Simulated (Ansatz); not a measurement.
Isolated molecules relaxed with PBE0-D4/def2-TZVP in Ansatz; ΔE leaves out vibrations. CCSD(T)/CBS is the MP2 limit (def2-TZVPP, def2-QZVPP) plus CCSD(T) − MP2 in def2-TZVPP, frozen cores. This one scheme is used for every species. DFT in def2-TZVPP. Each species was taken in one conformer, which may not be the lowest.

Reaction (substitution at a C–C bond): `OCC(F)(F)F` + H₂S → `FC(F)(F)S` + CH₃OH

Question: Is it downhill or uphill in electronic energy at CCSD(T)/CBS, and by how much? (Best estimate.)

Answer: Ansatz gave: Uphill: ΔE = +54.2 kJ/mol.

Question: What do these levels give: revPBE-D4, revPBE, BLYP, r2SCAN, RPA@PBE/def2-TZVPP, HF/CBS(def2)? (Best estimate.)

Answer: The calculation gave: revPBE-D4 40.9, revPBE 39.3, BLYP 41.6, r2SCAN 49.6, RPA@PBE/def2-TZVPP 56.3, HF/CBS(def2) 62.7 kJ/mol.

Largest T1 diagnostic among the species: 0.012.

Leaving LDA and LC-ωPBE aside and taking each functional with its dispersion term where it has one, the values, not all of them listed here, spread over 15.0 kJ/mol, from revPBE-D4 to BHLYP-D4. LDA lies +9.5 kJ/mol from PBE without D4. From BLYP to BHLYP (50 % exact exchange), in def2-TZVPP and without D4, ΔE moves by +14.6 kJ/mol.
